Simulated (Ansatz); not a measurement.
Two isomers of C2H6N2S: A = `N=CNCS`, B = `CSC(=N)N`.

Isolated molecules relaxed with PBE0-D4/def2-TZVP in Ansatz; ΔE leaves out vibrations. CCSD(T)/CBS adds triple-zeta CCSD(T) − MP2 to the extrapolated MP2 energy (def2 sets, frozen cores). Functionals use def2-TZVPP. B3LYP here is the variant with VWN-RPA as its local correlation; programs differ in this. One conformer a species, not always the lowest.

A:

```xyz
11

N     1.479    0.539    0.493
C     1.084    0.033   -0.605
N    -0.107   -0.618   -0.712
C    -1.031   -0.606    0.380
S    -1.897    0.976    0.662
H     2.408    0.932    0.395
H     1.650    0.046   -1.542
H    -0.487   -0.711   -1.639
H    -1.811   -1.346    0.204
H    -0.494   -0.865    1.290
H    -0.793    1.621    1.074
```

B:

Z-matrix (Å, degrees):
```
C
S 1 1.801
H 1 1.091 2 105.7
H 1 1.089 2 110.9 3 118.1
H 1 1.091 2 112.4 3 -117.7
C 2 1.775 1 104.5 3 -168.2
N 6 1.371 2 116.6 1 -16.4
N 6 1.268 2 122.2 1 162.6
H 7 1.006 6 117.4 2 -34.9
H 7 1.009 6 112.5 2 -171.1
H 8 1.015 6 112.0 2 -6.5
```

Task: Which isomer does CCSD(T)/CBS put lower? Give the gap. (Estimate.)

Result: Computed: B, by 5.3 kcal/mol.

Task: Give E(B) − E(A) in kcal/mol with B3LYP, ωB97M-V, B3LYP-D4, PBE-D4, MP2/def2-TZVPP, CCSD(T)/def2-TZVPP, CCSD/def2-TZVPP. (An estimate is asked.)

Result: The calculation gave: B3LYP -5.5, ωB97M-V -5.3, B3LYP-D4 -5.4, PBE-D4 -6.6, MP2/def2-TZVPP -5.8, CCSD(T)/def2-TZVPP -4.7, CCSD/def2-TZVPP -4.2. None reverses the order clearly.

Largest T1 diagnostic: 0.013.

In def2-TZVPP, CCSD(T) changes the Hartree–Fock value by −0.8 kcal/mol (the triples alone add −0.4 kcal/mol) and MP2 by −1.9 kcal/mol.
